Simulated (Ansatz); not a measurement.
**NiN2: from a trial structure to a relaxed crystal**

Method: DFT PBE, scalar-relativistic, plane waves, PAW in Ansatz. Cutoff 420 eV, Γ-centred k mesh, Gaussian smearing, no spin polarisation in the final step.

NiN2 was placed on the CaCl2 structure type (Pnnm, No. 58), with Ni in place of Ca, N in place of Cl, at a guessed volume.

```
Ni N
1.0
     4.16718    0.00000    0.00000
     0.00000    4.29406    0.00000
     0.00000    0.00000    2.80483
Ni N
2 4
Direct
  0.50000 0.50000 0.50000
  0.00000 0.00000 0.00000
  0.22500 0.82500 0.50000
  0.72500 0.67500 0.00000
  0.77500 0.17500 0.50000
  0.27500 0.32500 0.00000
```

Steps on the 4×4×6 mesh (6 atoms). 11 of 14 steps are shown, and the free energy counts from the last. Trial steps that were taken back and renewals of the plane-wave basis can be among the rows.

```
step  ΔF (meV/atom) V (Å³/atom) P (GPa) largest force component (eV/Å)
   1         1160.6         8.36    21.60                           0.589
   2         1041.1         8.54     7.93                           1.230
   3          820.7         8.36    -0.42                           2.030
   5           79.1         7.87     3.44                           2.366
   6          818.7         8.05    78.15                          21.838
   7           35.0         8.17    -5.35                           1.661
   8           11.8         8.17    -1.84                           0.856
   9            4.7         8.30    -0.84                           0.220
  10            4.3         8.30    -0.38                           0.052
  12            0.2         8.28     0.55                           0.028
  14            0.0         8.30     0.00                           0.008
```

A final relaxation ran on a 10×8×14 mesh. The relaxed crystal, Pnnm (No. 58):

```
Ni N
1.0
     3.75609    0.00000    0.00000
     0.00000    4.62813    0.00000
     0.00000    0.00000    2.86361
Ni N
2 4
Direct
  0.50000 0.50000 0.50000
  0.00000 0.00000 0.00000
  0.36750 0.91555 0.50000
  0.86750 0.58445 0.00000
  0.63250 0.08445 0.50000
  0.13250 0.41555 0.00000
```

* Volume per atom: 8.30 Å³
* Density: 5.78 g/cm³
* Energy over the elements: 0.28 eV/atom
* Gap on the 10×8×14 mesh: 0 eV (a metal)

Energies over the elements count from the elements' standard structures at the same level (N₂ as a molecule), with no empirical corrections.

The final run used a 10×8×14 mesh on its 6-atom cell and 0.10 eV smearing. The k mesh leaves about 4 meV/atom of noise in metals.

A structure relaxed within its symmetry needn't be a true minimum.

Cost: 3 runs of about 4.2 core-minutes in all, on Arm Neoverse V1 (shared hosts).